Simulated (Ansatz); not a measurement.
For cubic BN, PBE (Ansatz, a quantum-chemistry and plane-wave program, plane waves, PAW) gives:

```
Property                          Value
------------------------------  -------
lattice parameter a             3.625 Å
bulk modulus                    372 GPa
band gap at the measured cell   4.47 eV
elastic constant C11            779 GPa
elastic constant C44            442 GPa
Voigt–Reuss–Hill shear modulus  381 GPa
```

### Question
What does PBE0 (PAW; Ansatz) give for the same quantities?

### Answer

- lattice constant a: 3.597 Å (falls by 0.8 %)
- bulk modulus: 404 GPa (rises by 8.6 %)
- band gap at the measured cell: 6.55 eV (grows by 2.08 eV)
- elastic constant C11: 841 GPa (increases by 8.0 %)
- elastic constant C44: 482 GPa (grows by 9.0 %)
- Voigt–Reuss–Hill shear modulus: 413 GPa (grows by 8.4 %)

For comparison: lattice constant a 3.593 Å (measured, corrected for zero-point motion; as tabulated in Goldzak et al. (2022), arXiv:2208.04865); bulk modulus 410 GPa (measured, 0 K value with the zero-point phonon effect removed, our sources range from 388 to 410; as tabulated in Mejia-Rodriguez and Trickey (2018), arXiv:1807.09216); band gap 6.2 eV (measured, 300 K, no zero-point or thermal correction; as tabulated in arXiv:1206.3780); elastic constant C11 820 GPa (measured, temperature not stated, no zero-point or thermal correction; as tabulated in Råsander and Moram (2015), arXiv:1505.02379); elastic constant C44 480 GPa (measured, temperature not stated, not corrected to a static lattice; as tabulated in Råsander and Moram (2015), arXiv:1505.02379).

Changes are worked out from the printed values.

Unless a cell is named, each level is at its own relaxed cell (PBE 5.95, PBE0 5.82 Å³/atom).

Density-functional gaps are differences of (generalised) Kohn–Sham levels.

Ansatz's density-functional and Hartree–Fock values are scalar-relativistic unless marked +SOC, with PAW data made under PBE.
